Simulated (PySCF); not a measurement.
Species: P5H5.
Atom-mapped SMILES: `[pH:1]1[pH:2][pH:3][pH:4][pH:5]1` (hydrogens: H6 on P1; H7 on P2; H8 on P3; H9 on P4; H10 on P5)

The closed-shell ground state was solved at several levels (PySCF, density fitting, gas phase, non-relativistic). Isolated species at its PBE0-D3(BJ)/def2-SVP geometry, gas phase.

```
             level  basis functions  HOMO (eV)  LUMO (eV)  gap (eV)  dipole (D)
CAM-B3LYP/pcSseg-2              285      -8.10      -0.22      7.88        0.57
   B3LYP/def2-SVPD              160      -6.62      -1.27      5.35        0.46
```

Q: Estimate the row for PBE0/pcSseg-1, a basis of 145 functions; the other rows only guide the guess.

A: HOMO -7.04 eV, LUMO -1.24 eV, gap 5.80 eV, dipole 0.69 D.

Q: Over all these levels, which gives the widest orbital gap and which the narrowest?

A: CAM-B3LYP/pcSseg-2 (range-separated hybrid) has the widest, 7.88 eV, and B3LYP/def2-SVPD (global hybrid, 20 % exact exchange) the narrowest, 5.35 eV. Functional and basis both differ between the two, so the spread mixes both effects.

Q: How far do the dipole and the HOMO energy spread over the levels?

A: The dipole runs from 0.46 to 0.69 D (mean 0.57 D) and the HOMO from -8.10 to -6.62 eV.
